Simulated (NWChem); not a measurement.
Species: difluoromethane (CH2F2); SMILES FCF

```xyz
5

F      1.0976     0.0000    -0.2890
C      0.0000     0.0000     0.4993
F     -1.0976     0.0000    -0.2890
H      0.0000     0.9118     1.1028
H      0.0000    -0.9118     1.1028
```
Atoms are numbered in this order, from 1.

Program: NWChem. All runs use the structure optimised with PBE0-D3(BJ)/def2-TZVP.

Problem. Predict the results for PW6B95/def2-SVP. Quantities: highest occupied level (eV); orbital gap (eV); dipole (D).

Solution. 
```json
{
 "highest occupied level (eV)": "-9.85",
 "orbital gap (eV)": "12.09",
 "dipole (D)": "1.87"
}
```
